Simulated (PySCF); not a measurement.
methane cation (CH₄), SMILES C (connectivity only; charge and spin as stated), charge +1, multiplicity 2.

Geometry: B3LYP-D3(BJ)/def2-TZVPD. The spin state was assumed, not searched.

These are PySCF with B3LYP/def2-TZVPD values and carry that method's errors.

Gas-phase values at a fixed geometry.

Computed frontier levels, dipole moment and polarisability:
```
Item                                                               Result
------------------------------------------------  -----------------------
α spin, highest occupied and lowest empty level       -18.36 and -6.95 eV
β spin, highest occupied and lowest empty level      -20.91 and -14.36 eV
dipole moment about the centre of nuclear charge                   0.00 D
mean static polarisability                           12.8 bohr³ (1.89 Å³)
polarisability, principal values                   10.2, 14.0, 14.0 bohr³
⟨S²⟩                                              0.752 (pure state 0.75)
```
